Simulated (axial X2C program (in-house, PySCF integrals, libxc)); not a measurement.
# Low determinants of SF⁺ at the PBE0 level, without spin–orbit coupling

Calculated with an in-house all-electron X2C program for linear molecules (integrals from PySCF). Spin-free means the one-electron spin-free X2C Hamiltonian. Basis: S dyall-av3z [9s8p3d2f], F dyall-av3z [7s6p3d2f] (cores contracted in-house); Gaussian nuclei, density fitting, unrestricted open shells. Masses: S 31.972 u, F 18.998 u.

Search at 1.519 Å (vertical energies from the lowest determinant):

```
ΔE (eV)           state  electrons beyond evenly filled partner blocks  electrons in σ, π, δ, φ
   0.00  M_S = 1, Λ = 0                                       π+α, π-α                14 10 0 0
   1.17  M_S = 0, Λ = 0                                       π+β, π-α                14 10 0 0
   1.17  M_S = 0, Λ = 2                                       π+α, π+β                14 10 0 0
   5.31  M_S = 1, Λ = 1                                        σα, π+α                 15 9 0 0
   5.79  M_S = 0, Λ = 1                                        σα, π+β                 15 9 0 0
```

Lowest determinant, M_S = 1, Λ = 0 (beyond evenly filled blocks: π+α, π-α): Re = 1.515 Å, ωe = 1033.8 cm⁻¹.

The determinant in row 2 of the search, M_S = 0, Λ = 0 (beyond evenly filled blocks: π+β, π-α), was followed along the bond at PBE0; measured from the minimum of the lowest determinant it gives:

Te = 1.175 eV (9475 cm⁻¹), Re = 1.514 Å, ωe = 1040.2 cm⁻¹.

Problem. Compare the bond of the determinant in row 2 with that of the lowest one.

Solution. At PBE0 its Re is 0.001 Å shorter and its force constant, which goes as ωe², is 1.01 times that of the lowest determinant. This determinant mixes spin states, so it has no term energy of its own.

The search compares states at one distance, so a state with another bond length can lie lower; it is not exhaustive and yields mostly the lowest determinant of each block pattern, so other components and higher states of one pattern are missing. These are energies of single determinants, not of spin-adapted states; PBE0 term energies can be off by some tenths of an eV, and the functional has no current term. Row 2 is spin-contaminated (⟨S²⟩ = 1.00 against 0.00), so its values are not those of a pure state.
